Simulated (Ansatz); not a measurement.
Steps of a relaxation of C₃H₃F₃, SMILES `F/C=C(\F)CF` with RKS PBE0-D4/def2-TZVP.

```sh
$ ansatz run in.yaml --threads 4 --pin off --events-out ev --progress --plain --max-ram 10444MiB
```

```yaml
crystal:
  periodic: [false, false, false]
  atoms:
    - {symbol: F, position_ang: [1.703981, -1.675809, -1.025428]}
    - {symbol: C, position_ang: [1.176637, -0.610684, -0.407234]}
    - {symbol: C, position_ang: [-0.147342, -0.454875, -0.238871]}
    - {symbol: F, position_ang: [-1.041817, -1.359071, -0.680185]}
    - {symbol: C, position_ang: [-0.788344, 0.718037, 0.445475]}
    - {symbol: F, position_ang: [0.164329, 1.617132, 0.875892]}
    - {symbol: H, position_ang: [1.900550, 0.132625, -0.044313]}
    - {symbol: H, position_ang: [-1.490715, 1.223791, -0.258295]}
    - {symbol: H, position_ang: [-1.388679, 0.362454, 1.315859]}
basis:
  gaussian: {orbitals: def2-TZVP}
hamiltonian: {xc: pbe0, dispersion: d4}
relax: {f_tol: 0.005, max_steps: 150}
```

Positions (Å) and forces (eV/Å) along the path, 7 of 7 steps:

```xyz
9
step=1 energy=-11302.5145 eV
F     1.704   -1.676   -1.025   -0.243    0.379    0.223
C     1.177   -0.611   -0.407   -0.724    0.224    0.168
C    -0.147   -0.455   -0.239    0.969   -0.128   -0.132
F    -1.042   -1.359   -0.680    0.389    0.406    0.201
C    -0.788    0.718    0.445   -0.529   -0.161   -0.057
F     0.164    1.617    0.876   -0.328   -0.304   -0.145
H     1.901    0.133   -0.044   -0.414   -0.469   -0.231
H    -1.491    1.224   -0.258    0.464   -0.185    0.377
H    -1.389    0.362    1.316    0.414    0.239   -0.404
9
step=2 energy=-11302.5600 eV
F     1.687   -1.667   -1.020   -0.088    0.113    0.068
C     1.167   -0.605   -0.403   -0.136    0.052    0.036
C    -0.139   -0.450   -0.237    0.150   -0.016   -0.017
F    -1.026   -1.351   -0.676    0.130    0.113    0.054
C    -0.790    0.711    0.441   -0.164   -0.083   -0.035
F     0.155    1.608    0.872   -0.062   -0.034   -0.014
H     1.886    0.126   -0.047   -0.092   -0.133   -0.068
H    -1.476    1.218   -0.255    0.140   -0.075    0.115
H    -1.375    0.362    1.308    0.123    0.063   -0.139
9
step=3 energy=-11302.5639 eV
F     1.677   -1.665   -1.018   -0.012   -0.008   -0.004
C     1.165   -0.602   -0.402    0.016    0.006    0.001
C    -0.136   -0.446   -0.235   -0.022    0.019    0.011
F    -1.020   -1.346   -0.674    0.010   -0.003   -0.001
C    -0.791    0.709    0.440   -0.003   -0.022   -0.012
F     0.148    1.610    0.874    0.003    0.007    0.004
H     1.885    0.121   -0.050    0.019   -0.003   -0.002
H    -1.471    1.213   -0.255   -0.006    0.008   -0.009
H    -1.371    0.360    1.302   -0.005   -0.004    0.011
9
step=4 energy=-11302.5640 eV
F     1.675   -1.666   -1.018   -0.007   -0.010   -0.005
C     1.166   -0.602   -0.402    0.005    0.012    0.007
C    -0.135   -0.445   -0.234   -0.006    0.014    0.009
F    -1.018   -1.345   -0.673    0.001   -0.010   -0.006
C    -0.792    0.709    0.440   -0.002   -0.008   -0.005
F     0.146    1.611    0.874    0.004    0.005    0.003
H     1.889    0.120   -0.051    0.011   -0.002   -0.003
H    -1.472    1.213   -0.255   -0.004    0.002   -0.004
H    -1.371    0.359    1.302   -0.004   -0.003    0.004
9
step=5 energy=-11302.5641 eV
F     1.670   -1.668   -1.018    0.000    0.007    0.000
C     1.167   -0.600   -0.403    0.001   -0.015    0.001
C    -0.134   -0.443   -0.233    0.002   -0.006   -0.009
F    -1.015   -1.346   -0.671    0.009    0.011    0.008
C    -0.792    0.709    0.441   -0.008    0.000    0.001
F     0.144    1.612    0.879    0.003   -0.001   -0.002
H     1.894    0.119   -0.055    0.000    0.000    0.000
H    -1.471    1.213   -0.257   -0.004    0.002    0.001
H    -1.375    0.358    1.300   -0.003    0.001    0.001
9
step=6 energy=-11302.5640 eV rejected
F     1.670   -1.668   -1.019    0.003    0.000    0.000
C     1.168   -0.601   -0.402   -0.006   -0.002   -0.001
C    -0.133   -0.443   -0.233   -0.028    0.029    0.017
F    -1.015   -1.346   -0.671    0.002   -0.004   -0.003
C    -0.794    0.710    0.441    0.045   -0.038   -0.029
F     0.143    1.612    0.878   -0.010    0.003    0.004
H     1.895    0.118   -0.055    0.002    0.003    0.001
H    -1.472    1.213   -0.256   -0.003    0.007   -0.004
H    -1.375    0.358    1.300   -0.004    0.002    0.015
9
step=7 energy=-11302.5641 eV
F     1.671   -1.668   -1.019    0.000    0.000    0.002
C     1.167   -0.601   -0.402    0.001    0.001   -0.005
C    -0.133   -0.443   -0.233   -0.001   -0.001    0.001
F    -1.015   -1.346   -0.671    0.000    0.001    0.000
C    -0.793    0.709    0.441   -0.002    0.001    0.002
F     0.144    1.612    0.878    0.002    0.001    0.000
H     1.894    0.119   -0.055    0.000   -0.001    0.002
H    -1.471    1.214   -0.256    0.000   -0.001   -0.001
H    -1.375    0.359    1.300    0.000   -0.001   -0.001
```

Run time 21 s (4 threads of an Arm Neoverse V1 on a shared host); peak host memory 0.46 GiB.
